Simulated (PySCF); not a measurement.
SiF4, SMILES F[Si](F)(F)F. Geometry optimised at PBE-D3(BJ)/def2-SVP. The isomer is the one that the SMILES or the coordinates give; other isomers of the formula were not compared.

Level of theory: PySCF with PBE-D3(BJ)/def2-SVP.

Harmonic wavenumbers (cm⁻¹): 239, 239, 356, 356, 356, 750, 1001, 1001, 1001. Rotational constants (GHz): 3.883, 3.883, 3.883; symmetry number 12.

### Question
Work out the zero-point energy and the ideal-gas rigid-rotor harmonic-oscillator thermochemistry at 298.15 K and 1 atm.

### Answer
ZPE = ½ Σ hcν = ½ × 5298 cm⁻¹ = 7.57 kcal/mol. H − E(el) = 11.37 kcal/mol. Entropy in cal/(mol K): translation 39.84, rotation 21.17, vibration 7.57, total 68.58. G − E(el) = -9.08 kcal/mol. Cp = 18.07 cal/(mol K).
